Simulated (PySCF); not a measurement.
Polarisability of `[O+]#CCF`

C2H2FO (charge +1).
Cartesian coordinates in Å at the GFN2-xTB level; atoms count from 1:
```xyz
6
C2H2FO angstrom
O      2.0765    0.0873   -0.0158
C      0.9716    0.0024   -0.0048
C     -0.4460   -0.0626    0.0040
F     -0.9760    1.1734   -0.1311
H     -0.8109   -0.5009    0.9611
H     -0.8121   -0.6976   -0.8350
```

Level: PBE0/def2-SVPD (PySCF), static field, nuclei fixed, core orbitals frozen in the response. The polarisability tensor in these axes (au):

```
x   31.76 -0.26  0.01
y   -0.26 19.58 -0.17
z    0.01 -0.17 18.07
```

Problem. What are the eigenvalues, a third of the trace, and Δα (Δα² = ½Σ(αi − αj)² over the three pairs)?

Solution. Principal values 18.06, 19.59 and 31.77 au; mean 23.14 au = 3.43 Å³ = 3.82 × 10⁻⁴⁰ C²·m²/J; Δα = 13.01 au (56 % of the mean).

Problem. Directions of the eigenvectors, and the extent of the frame along each?

Solution. Largest value along (1.00, -0.02, 0.00), where the nuclei span 3.08 Å; middle along (0.02, 0.99, -0.11), 1.78 Å; least along (0.00, 0.11, 0.99), 1.81 Å. 

Problem. What are the principal values of the traceless quadrupole moment, Θ = ½Σq(3rr − r²1), about the centre of nuclear charge?

Solution. -3.04, -1.00, 4.04 D·Å. The values depend on the origin, since the species is charged. The electronic extent ⟨r²⟩ about the same centre is 253 bohr², a root-mean-square distance of 1.54 Å for the 30 electrons.

Problem. Rayleigh depolarisation ratio (linearly polarised light, static tensor)?

Solution. ρ = 3Δα²/(45ᾱ² + 4Δα²) = 508.0/(24093 + 677.4) = 0.0205.

Geometry: GFN2-xTB; no solvent, vibrations or thermal averaging.
